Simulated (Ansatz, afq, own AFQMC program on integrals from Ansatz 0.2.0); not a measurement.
SiGeH$_{3}$, doublet → SiGeH3, quartet

```csv
atom,x (Å),y (Å),z (Å)
Si,-0.0059,0.0000,1.6929
Ge,-0.0015,0.0000,-0.7474
H,1.4617,0.0000,1.9964
H,-0.5952,1.2043,2.3467
H,-0.5953,-1.2043,2.3467
```

Connectivity, by distances: SiH3–Ge.

E(quartet, charge +0) − E(doublet, charge +0) at this geometry, on UHF and UHF determinants.

Basis cc-pVDZ. Only valence electrons are correlated. Integrals, coupled cluster, full CI and functionals: Ansatz 0.2.0; the random walks run on the same integrals in our own AFQMC program. ph-AFQMC/CISD is guided by a CISD state made of CCSD amplitudes; releasing the constraint for a short imaginary time cuts its bias at the price of noise, slowly where states lie close. Free AFQMC starts from the CCSD state and is never constrained. Its projection time is finite, and what remains of the start isn't in its error. Error bars are statistical, one sigma. No spin–orbit coupling. The errors of all members are added in quadrature.

No full CI on the walks' own integrals is used here. The released AFQMC energy serves as the reference, which it does only where one determinant dominates, the energy is flat over the last release times and near the phaseless one (40 meV or 2 meV an electron, half that with transition metals). On small molecules, where full CI could be run and the noise was under 10 meV, such values lay within 10 meV of it in 19 cases of 20, a flattering rate, since the rule was set on those same cases; what remains of the bias isn't in the error bar. Each member takes its own surest rung, up to full CI.

Errors are counted within cc-pVDZ, not against nature.

Cautions: inner d shell frozen; no relativity below Rb; no spin-orbit coupling; SiGeH₃ (doublet): unrestricted determinant slightly spin contaminated (⟨S²⟩ 0.81 against 0.75), the ph-AFQMC/CISD walk drifts between its halves (2.2 errors), the released value is read at 2.40 1/Eh with a noise of 15 meV, more than in the cases checked (meV from the phaseless value at times in 1/Eh: -6 ± 9 at 0.24, -5 ± 10 at 0.51, -10 ± 14 at 0.99, -9 ± 11 at 1.62, -11 ± 15 at 2.40); SiGeH₃ (quartet): another spin lies lower, the released value is read at 2.40 1/Eh with a noise of 12 meV, more than in the cases checked (meV from the phaseless value at times in 1/Eh: -3 ± 8 at 0.24, -4 ± 8 at 0.51, -15 ± 8 at 0.99, -19 ± 9 at 1.62, 2 ± 12 at 2.40); core correlation is missing, and it shifts such a gap most where an s electron is promoted.

Reference (AFQMC with the constraint released): 1.021 ± 0.019 eV.

| level | vertical spin gap (eV) | error against released AFQMC (eV) |
| --- | --- | --- |
| HF | 0.592 | -0.429 ± 0.019 |
| MP2 | 0.868 | -0.153 ± 0.019 |
| CCSD | 1.003 | -0.018 ± 0.019 |
| CCSD(T) | 1.011 | -0.010 ± 0.019 |
| ph-AFQMC/HF | 0.985 ± 0.045 | -0.036 ± 0.049 |
| ph-AFQMC/CISD | 1.008 ± 0.014 | -0.013 ± 0.024 |
| free AFQMC | 1.003 ± 0.014 | -0.017 ± 0.024 |

Correlation beyond CCSD(T) changes it by less than twice the noise. The perturbative (T) step is worth +0.008 eV.

Free projections are given only where their last times agree within the noise and don't stop above the reference; a slow remainder of the start can still hide under it. A walk keeps the symmetry of its determinant, which the program's search chose and which needn't be the lowest solution, so a lower state of the same spin and another symmetry isn't excluded. Released energies are given only where the last usable release times agree within the noise; a slower fall can still hide under it.
